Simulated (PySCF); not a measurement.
Compound: divinyl sulfide, C4H6S.
SMILES: `C=CSC=C`

Computed with TDDFT CAM-B3LYP/aug-cc-pVTZ, vertical, gas phase, core orbitals frozen in the response (PySCF). One conformer (not necessarily the lowest) at the PBE0-D3(BJ)/def2-TZVP geometry, without solvent, vibrations or thermal averaging. Torsions of this conformer, `[CH2:1]=[CH:2][S:3][CH:4]=[CH2:5]`: C1–C2–S3–C4 -170°, C2–S3–C4–C5 178°.

Orbital energies (eV): HOMO-3 -11.58, HOMO-2 -10.64, HOMO-1 -9.77, HOMO -7.29, LUMO 0.29, LUMO+1 0.45, LUMO+2 0.59.

Lowest singlets, with some entries withheld (?).

| state | λ (nm) | f | main configurations (H = HOMO, L = LUMO) |
| --- | --- | --- | --- |
| S1 | 243.8 | 0.0095 | H→L+7 (30%), H→L+1 (29%), H→L+8 (10%) |
| S2 | 233.9 | 0.0096 | H→L (55%), H→L+3 (30%) |
| S3 | 232.5 | 0.0053 | H→L+3 (49%), H→L (33%) |
| S4 | 228.3 | 0.538 | H→L+4 (85%), H→L+3 (8%) |
| S5 | 218.4 | 0.0025 | H→L+2 (85%) |
| S6 | ? | 0.0002 | H→L+1 (60%), H→L+7 (11%) |
| S7 | ? | 0.014 | H→L+6 (47%), H→L+5 (18%) |
| S8 | ? | 0.0053 | H→L+5 (50%), H→L+6 (21%), H→L+7 (11%) |
| S9 | ? | 0.0047 | H→L+8 (71%), H→L+5 (10%) |
| S10 | ? | 0.0059 | H→L+11 (50%), H→L+10 (20%) |

Q: Supply the missing values.

A: 
- S6: λ = 204.4 nm
- S7: λ = 194.3 nm
- S8: λ = 193.3 nm
- S9: λ = 188.6 nm
- S10: λ = 183.4 nm

Q: What is the mean static polarisability from the same response equations?

A: 77.6 au (11.51 Å³), with principal values 49.4, 61.0 and 122.5 au.

Q: How far apart are S5 and S9, in eV and cm⁻¹?

A: 6.575 − 5.676 = 0.899 eV, or about 7250 cm⁻¹.

Q: Where do the lowest triplets lie (Tamm–Dancoff)?

A: T1 3.70 eV, H→L+4 (67%), H-1→L+3 (12%); T2 3.78 eV, H→L+3 (64%), H-1→L+4 (15%); T3 4.87 eV, H→L+7 (35%), H→L+1 (22%), H→L+8 (13%); T4 5.28 eV, H→L (86%). E(S1) − E(T1) = +1.38 eV.
